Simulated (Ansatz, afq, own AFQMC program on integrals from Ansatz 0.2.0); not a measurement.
**SiGeH2, singlet → SiGeH2, triplet**

```json
{"atom": "Si", "x (Å)": "0.0000", "y (Å)": "-0.0039", "z (Å)": "1.5661"}
{"atom": "Ge", "x (Å)": "0.0000", "y (Å)": "-0.0238", "z (Å)": "-0.5845"}
{"atom": "H", "x (Å)": "0.0000", "y (Å)": "1.3266", "z (Å)": "0.5226"}
{"atom": "H", "x (Å)": "0.0000", "y (Å)": "0.5003", "z (Å)": "-2.0341"}
```

Connectivity, by distances: Si–GeH, 1 bridging H.

E(triplet, charge +0) − E(singlet, charge +0) at this geometry, on RHF and UHF determinants.

Basis cc-pVDZ. Only valence electrons are correlated. Ansatz 0.2.0 and our own AFQMC program on the same integrals; the CISD trial comes from CCSD amplitudes, and released means the phaseless constraint is let go. Error bars are statistical, one sigma. No spin–orbit coupling. The errors of all members are added in quadrature.

No full CI on the walks' own integrals is used here; CCSDT(Q) serves as the reference and is uncertain by about the last step of the cluster series. Each member takes its own surest rung, up to full CI.

Errors are counted within cc-pVDZ, not against nature.

Cautions: inner d shell frozen; no relativity below Rb; no spin-orbit coupling; SiGeH₂ (singlet): restricted determinant unstable towards unrestricted (UHF 64 meV lower, ⟨S²⟩ 0.35), its ph-AFQMC/CISD value lies 44 ± 18 meV above CCSDT(Q); SiGeH₂ (triplet): another spin lies lower, the search met a lower determinant of the same kind, perhaps of another symmetry (156 meV lower), and this one is a saddle point, unrestricted determinant slightly spin contaminated (⟨S²⟩ 2.05 against 2.00), the ph-AFQMC/CISD walk drifts between its halves (2.9 errors), its ph-AFQMC/CISD value lies 50 ± 13 meV above CCSDT(Q); core correlation is missing, and it shifts such a gap most where an s electron is promoted.

Reference (CCSDT(Q)): 2.219 eV.

| level | vertical spin gap (eV) | error against CCSDT(Q) (eV) |
| --- | --- | --- |
| HF | 1.525 | -0.693 |
| MP2 | 2.282 | 0.064 |
| CCSD | 2.134 | -0.084 |
| CCSD(T) | 2.219 | 0.000 |
| CCSDT | 2.207 | -0.011 |
| ph-AFQMC/CISD | 2.225 ± 0.023 | 0.006 ± 0.023 |
| released AFQMC | 2.195 ± 0.021 | -0.023 ± 0.021 |

Correlation beyond CCSD(T) changes it by less than 2 meV. The perturbative (T) step is worth +0.085 eV.

A walk keeps the symmetry of its determinant, which the program's search chose and which needn't be the lowest solution, so a lower state of the same spin and another symmetry isn't excluded. Released energies are given only where the last usable release times agree within the noise; a slower fall can still hide under it.
